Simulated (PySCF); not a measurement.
1,3-dichloropropane, C3H6Cl2.
Numbering: `[Cl:1][CH2:2][CH2:3][CH2:4][Cl:5]` (hydrogens: H6, H7 on C2; H8, H9 on C3; H10, H11 on C4)

Cartesian coordinates in Å at the PBE0-D3(BJ)/def2-TZVP level; atoms count from 1:
```xyz
11
C3H6Cl2 angstrom
Cl     2.0152    0.0934    1.2086
C      1.0897    0.6349   -0.2209
C     -0.0111   -0.3364   -0.5767
C     -1.0796   -0.4877    0.4803
Cl    -1.9672    1.0396    0.7487
H      1.8058    0.7295   -1.0351
H      0.6882    1.6177    0.0214
H      0.4214   -1.3248   -0.7634
H     -0.4695    0.0009   -1.5122
H     -0.6503   -0.7720    1.4399
H     -1.8203   -1.2283    0.1843
```

Linear response at PBE0/aug-cc-pVTZ (PySCF, frozen core in the response, non-relativistic). One conformer (not necessarily the lowest) at the PBE0-D3(BJ)/def2-TZVP geometry, without solvent, vibrations or thermal averaging.

Static isotropic polarisability: 66.34 au (9.83 Å³), principal values 60.2, 63.5, 75.3 au.

Task: What is the polarisability at 1064 nm and at the sodium D line?

Result: 66.82 au at 1064 nm (+0.7 %), 67.92 au at 589.3 nm (+2.4 %). The rise at 589.3 nm is 3.34 times that at 1064 nm; a pure ω² law gives 3.26. The lowest singlet lies at 171 nm, shorter than both wavelengths.

Task: What is the isotropic C6 coefficient between two such molecules, C6 = (3/π)∫α(iω)² dω?

Result: 1895 au (Eh·bohr⁶) by a ten-point quadrature over imaginary frequencies, which is 1130 eV·Å⁶ or 109 J·nm⁶/mol.

Task: Which effective excitation energy ω̄ makes London's formula C6 = (3/4)α²ω̄ exact here?

Result: ω̄ = 4·C6/(3α²) = 0.574 Eh = 15.6 eV. A one-pole form α(ω) = α/(1 − ω²/ω̄²) fitted to the 1064 nm value gives 13.8 eV.

Task: What molar refraction at the D line follows from R = (4π/3)·N_A·α′, with α′ the polarisability volume?

Result: α′ = 10.07 Å³ gives R = 25.39 cm³/mol, for isolated, non-vibrating species.

Task: What three-body coefficient follows from the one-pole estimate C9 = (3/4)·α·C6?

Result: 94300 au. This is an estimate from the two numbers above, not a computed integral.

Task: The lowest 10 singlets have (eV, f): 7.24, 0.000; 7.27, 0.002; 7.35, 0.004; 7.37, 0.017; 7.38, 0.002; 7.48, 0.027; 7.54, 0.018; 7.68, 0.024; 7.83, 0.002; 7.89, 0.001. What share of the static polarisability do they carry in the sum over states α = Σ f/ω²?

Result: 1.27 au, 1.9 % of α; the largest term, 0.36 au, is that of the state at 7.48 eV. Their oscillator strengths add up to 0.10. Higher states carry the rest.
